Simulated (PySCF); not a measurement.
**Basis set benchmark on one molecule**

Molecule: SMILES [C-]#[N+]CC, C3H5N.

Bonds (- single, = double, # triple, : aromatic): C1#N2 1.173 Å, N2-C3 1.415 Å, C3-C4 1.520 Å. C3 carries H5, H6; C4 carries H7, H8, H9. Formal charges: C1 -1, N2 +1.

Geometry PBE0-D3(BJ)/def2-SVP throughout; GIAO in PySCF, gas phase, one conformer, non-relativistic; equivalent atoms averaged; functional PBE0.

Reference values (measured; solution, not stated per compound (mostly CDCl3 or CCl4); Pretsch, Buehlmann, Badertscher, Structure Determination of Organic Compounds, 4th ed. (2009)): δ(C3) = 36.4 ppm, δ(C4) = 15.3 ppm, δ(H5/H6) = 3.39 ppm, δ(H7/H8/H9) = 1.28 ppm. Computed shifts are taken against TMS, calculated as an isolated molecule at each level.

How do the basis sets STO-3G, 6-31G, pcSseg-0, 6-31G*, def2-SVP, cc-pVDZ, pcSseg-1, aug-cc-pVDZ, 6-311+G(2d,p), def2-TZVP, IGLO-III, cc-pVTZ, pcSseg-2 perform against the reference? Times are CPU seconds on shared hosts with different chips, so compare them loosely.

## Answers


```csv
basis set,functions,C3,C4,H5/H6,H7/H8/H9,mean abs. error C,mean abs. error H,core-s
STO-3G,25,38.9,19.7,2.82,1.44,3.4,0.37,0.99
6-31G,46,35.0,17.2,3.58,1.57,1.6,0.24,2
pcSseg-0,46,36.5,18.7,3.58,1.67,1.8,0.29,2.5
6-31G*,66,34.6,16.3,3.22,1.27,1.4,0.09,2.5
def2-SVP,81,33.2,15.5,3.12,1.19,1.7,0.18,2.9
cc-pVDZ,81,36.0,17.4,3.29,1.25,1.2,0.07,4.3
pcSseg-1,93,35.8,17.9,3.27,1.36,1.6,0.10,4.9
aug-cc-pVDZ,137,34.8,17.0,3.43,1.34,1.7,0.05,7.1
"6-311+G(2d,p)",138,35.3,16.8,3.29,1.25,1.3,0.07,5.6
def2-TZVP,154,36.3,17.5,3.27,1.24,1.2,0.08,6.8
IGLO-III,190,36.9,17.6,3.33,1.26,1.4,0.04,10
cc-pVTZ,190,35.8,17.2,3.30,1.26,1.2,0.06,11
pcSseg-2,214,37.3,18.0,3.27,1.25,1.8,0.08,13
```

For ¹³C the closest is def2-TZVP (1.2 ppm, with cc-pVDZ, cc-pVTZ, 6-311+G(2d,p), 6-31G*, IGLO-III practically level) and the furthest STO-3G (3.4 ppm).

For ¹H the closest is IGLO-III (0.04 ppm, with aug-cc-pVDZ, cc-pVTZ, cc-pVDZ, 6-311+G(2d,p) practically level) and the furthest STO-3G (0.37 ppm). Where a smaller basis beats a larger one, errors probably cancel; the largest sets show where the functional converges. One molecule is a small sample, and vibrational and solvent effects are absent from the calculation.

A small basis that lands close on one nucleus may do so by chance; judge by the trend and by all nuclei.
